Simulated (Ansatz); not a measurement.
**CH₂ (triplet): from Hartree-Fock to the top rungs, cc-pVTZ**

One table from this session's results is given with a row withheld; the runs are named, their logs left out.

Method: cc-pVTZ, core rule «outside noble gas», up to 1 orbitals frozen; program: Ansatz 0.2.0, Gaussian basis.

The runs, in order: UHF; CCSD(T) on ROHF; CCSD(T) on UHF; BCCD(T) on ROHF; CISD; CCSDT(Q) on ROHF; CCSDT(Q) on UHF; CASSCF and MRCISD+Q, 6 electrons in 6 orbitals; CASSCF and NEVPT2, 6 electrons in 6 orbitals.

14 further runs of the same task are left out: 1 for a mislabelled method, 3 that didn't finish, 10 set aside as unsound or not needed.

## What is computed

The geometry is a PBE0/def2-TZVP stationary point (not a proven minimum) of the parent state, kept for this charge and spin.

3 atoms, charge 0, spin multiplicity 3.

Atoms are counted from 1 here; the program's logs count them from 0.

Bond lengths: C1–H2 1.113 Å, C1–H3 1.113 Å. Angles: H2–C1–H3 101.6°.

Coordinates:

```xyz
3
charge 0, multiplicity 3
C     0.0000   -0.1011    0.0000
H     0.0000    0.6021   -0.8621
H     0.0000    0.6021    0.8621
```

The first run:

Contents of in.yaml:

```yaml
crystal:
  periodic: [false, false, false]
  atoms:
    - {symbol: C, position_ang: [0.000000, -0.101062, 0.000000]}
    - {symbol: H, position_ang: [0.000000, 0.602132, -0.862093]}
    - {symbol: H, position_ang: [0.000000, 0.602132, 0.862093]}
basis:
  gaussian: {orbitals: cc-pVTZ}
magnetization: {spin_polarized: true, initial_magnetization: 2}
hamiltonian: {xc: hf}
output: {orbitals: {seedname: orbitals}}
```

The run is started by

```console
$ ansatz run in.yaml --threads 1 --pin off --events-out ev --progress --plain --max-ram 2393MiB
```

Among the steps run: UHF; CCSD(T) on ROHF; CCSD(T) on UHF; BCCD(T) on ROHF; CISD; CCSDT(Q) on ROHF; CCSDT(Q) on UHF; CASSCF and MRCISD+Q, 6 electrons in 6 orbitals; CASSCF and NEVPT2, 6 electrons in 6 orbitals.

One of the session's tables, all rows but one given; the rest of the session is left out.

| method | from UCCSDT(Q) (kcal/mol) |
| --- | --- |
| ROHF | +91.47 |
| UHF | +88.89 |
| RMP2 | +14.59 |
| UMP2 | +14.60 |
| CISD | ? |
| RCCSD | +2.66 |
| UCCSD | +2.62 |
| RCCSD(T) | +0.39 |
| UCCSD(T) | +0.38 |
| BCCD(T) | +0.39 |
| RCCSDT | +0.07 |
| UCCSDT | +0.05 |
| RCCSDT(Q) | +0.02 |
| UCCSDT(Q) | 0 |
| CASSCF valence | +65.98 |
| NEVPT2 valence | +14.25 |
| MRCISD valence | +3.05 |
| MRCISD+Q valence | +0.71 |

Estimate the missing values for CISD.

**Answer.** from UCCSDT(Q) (kcal/mol): +4.57. In the column «from UCCSDT(Q) (kcal/mol)» it lies between MRCISD valence (+3.05) and NEVPT2 valence (+14.25).

To keep in mind: Restricted and unrestricted rows rest on different reference determinants; where their highest levels disagree by more than a few hundredths of an eV, they describe different states and don't form one ladder.
